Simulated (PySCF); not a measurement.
Can point charges reproduce the dipole moment of `FC1=CP1P`?

Coordinates (GFN2-xTB, Å) and charges (e) from the PBE0/pcSseg-1 density (PySCF):

```
atom       x       y       z  Mulliken      IAO  Hirshfeld  ESP-fitted
  F1  -1.948   1.751  -0.221   -0.2073  -0.2114    -0.0523     -0.0946
  C2  -1.307   0.617  -0.040   +0.1554  +0.1415    +0.0374     +0.1908
  C3  -1.372  -0.667  -0.254   -0.2517  -0.3653    -0.1099     -0.2269
  P4   0.157  -0.187   0.703   +0.1599  +0.2929    +0.0798     -0.0774
  P5   1.637   0.054  -0.891   -0.0908  -0.0301    -0.0043     -0.2449
  H6  -1.939  -1.464  -0.677   +0.1196  +0.1862    +0.0754     +0.2055
  H7   2.398   0.941  -0.131   +0.0584  -0.0057    -0.0123     +0.1200
  H8   2.383  -1.036  -0.443   +0.0564  -0.0080    -0.0140     +0.1274
```

Problem. What dipole does each set of charges give (1 e·Å = 4.803 D), and what does the density give?

Solution. The full density gives (0.08, -1.02, 0.06) D, 1.02 D in size; dipole vectors point from the negative to the positive end.

| scheme | μx | μy | μz | size (D) | share of the full size (%) | angle to the full dipole (°) |
| --- | --- | --- | --- | --- | --- | --- |
| Mulliken | 2.23 | -1.50 | 0.88 | 2.83 | 278 | 53 |
| IAO | 1.59 | -1.76 | 1.18 | 2.64 | 259 | 43 |
| Hirshfeld | 0.00 | -0.57 | 0.26 | 0.62 | 61 | 22 |
| ESP-fitted | 0.12 | -1.03 | 0.11 | 1.05 | 103 | 4 |

Problem. Which set comes closest?

Solution. Length of the difference vector: ESP-fitted 0.08 D, Hirshfeld 0.50 D, IAO 2.02 D, Mulliken 2.36 D. Closest: ESP-fitted. 

Problem. What is left for the Hirshfeld atoms' own dipoles?

Solution. The shares of the density sum to the whole, so what Σ q r misses lies in dipoles about the nuclei. The atomic dipoles sum to (0.08, -1.02, 0.06) − (0.00, -0.57, 0.26) = (0.08, -0.45, -0.20) D, 0.50 D in size.

Problem. With the origin at the mean of the coordinates, (0.001, 0.001, -0.244) Å, which are the largest single terms, by size, of the ESP-fitted dipole along the direction of the full one?

Solution. H6 +1.27, F1 +0.86, H8 +0.74, C2 -0.64, C3 -0.61 D; all 8 atoms together +1.05 D. The single terms depend on the origin, their sum doesn't.

Problem. Give the size of the full dipole in other units.

Solution. 1.02 D = 0.401 au = 0.212 e·Å = 3.40 × 10⁻³⁰ C·m.

The structure is a single GFN2-xTB conformer in the gas phase; no vibrational or solvent corrections.

The values belong to the conformer `[F:1][C:2]1=[CH:3][P:4]1[PH2:5]`: H–P5–P4–C3 154°, H–P5–P4–C3 -114°.
